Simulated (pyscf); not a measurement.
H₂N–SiH₂–NH₂ + HCl → H₂N–SiH(NH₂)–Cl + H₂ (four-centre exchange; singlet surface; H–Si, Cl–H broken, Cl–Si, H–H formed). Optimised with ωB97X-D3(BJ)/def2-SVP in PySCF. Energies in kcal/mol from the separated reactants.

| level | barrier | reaction energy |
|---|---|---|
| ωB97X-D3(BJ)/def2-TZVP | 22.5 | -26.4 |
| r²SCAN/def2-TZVP | 18.5 | -25.9 |
| B3LYP-D3(BJ)/def2-TZVP | 21.7 | -24.5 |
| PBE0-D3(BJ)/def2-TZVP | ___ | -24.5 |
| M06-2X/def2-TZVP | ___ | ___ |
| HF/def2-TZVP | 40.2 | -21.1 |

Problem. Some entries are withheld; supply them.

Solution. 
- PBE0-D3(BJ)/def2-TZVP, barrier: 19.3
- M06-2X/def2-TZVP, barrier: 22.0
- M06-2X/def2-TZVP, reaction energy: -26.5

The functionals in the table span 3.9 kcal/mol in this barrier, from r²SCAN to ωB97X-D3(BJ). One saddle was located; it need not be the lowest between these sides.
